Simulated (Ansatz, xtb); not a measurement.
# Relative energy of two isomers of CH3FOS

We compare X, `OSCF`, a singlet, with Y, `O[C@H](F)S`, a singlet. Both are isolated molecules in the gas phase, relaxed with PBE0-D3(BJ)/def2-SVP; the shapes shown needn't be the lowest conformers.

X (Å):

```yaml
atoms:
  - { symbol: C, position_ang: [0.3321, 0.0072, 0.0455] }
  - { symbol: F, position_ang: [-0.4049, -0.5380, 1.0586] }
  - { symbol: O, position_ang: [0.1142, -1.8620, -1.8185] }
  - { symbol: S, position_ang: [-0.3470, -0.2731, -1.5756] }
  - { symbol: H, position_ang: [-0.5827, -2.4149, -1.4403] }
  - { symbol: H, position_ang: [1.3488, -0.4183, 0.0731] }
  - { symbol: H, position_ang: [0.3794, 1.1043, 0.1662] }
```

Y (Å):

| atom | x (Å) | y (Å) | z (Å) |
| --- | --- | --- | --- |
| C | 0.6425 | -1.3445 | -0.9458 |
| F | 1.1575 | -2.5940 | -0.7509 |
| O | -0.4155 | -1.3627 | -1.7904 |
| S | 0.1268 | -0.6645 | 0.6810 |
| H | -1.1475 | -1.8173 | -1.3494 |
| H | 1.4287 | -0.7245 | -1.4020 |
| H | 1.1410 | -1.2225 | 1.3744 |

**Question.** Estimate which is lower in electronic energy at CCSD(T)/def2-TZVP, and by roughly how much.

**Answer.** The CCSD(T)/def2-TZVP calculation puts structure Y lower, by 68.8 kJ/mol.

Level by level:

```csv
level,geometry,E(Y) − E(X) (kJ/mol),departure from the last row (kJ/mol),"job, with rough time for the two"
GFN2-xTB,GFN2-xTB,−49.2,+19.5,"optimisation, 0.11 s"
HF/STO-3G,GFN2-xTB,−47.0,+21.8,"single point, 0.24 s"
r2SCAN-D4/def2-SVP,GFN2-xTB,−100.5,−31.7,"single point, 3.2 s"
PBE0-D3(BJ)/def2-SVP,PBE0-D3(BJ)/def2-SVP,−97.0,−28.2,"optimisation, 27 s"
HF/def2-TZVP,PBE0-D3(BJ)/def2-SVP,−74.5,−5.8,part of the CCSD(T) run
MP2/def2-TZVP,PBE0-D3(BJ)/def2-SVP,−69.8,−1.1,part of the CCSD(T) run
CCSD(T)/def2-TZVP,PBE0-D3(BJ)/def2-SVP,−68.8,,"single point, 78 s"
```

As drawn, Y has 1 C–O, 1 S–H in place of 1 O–S, 1 C–H.

The levels shown agree on the order. The largest departure from CCSD(T)/def2-TZVP is that of r2SCAN-D4/def2-SVP, 31.7 kJ/mol.

With harmonic frequencies from PBE0-D3(BJ)/def2-SVP (ideal gas, rigid rotor, one conformer each, 298.15 K, 1 atm): on the last row, ΔE + ΔZPE = −71.3, ΔH = −71.6, ΔG = −70.5 kJ/mol.

The correlated steps freeze 8 core orbitals. Programs: Ansatz 0.2.0, xtb 6.7.1; the last row on 1 thread of Arm Neoverse V2 on a shared host.
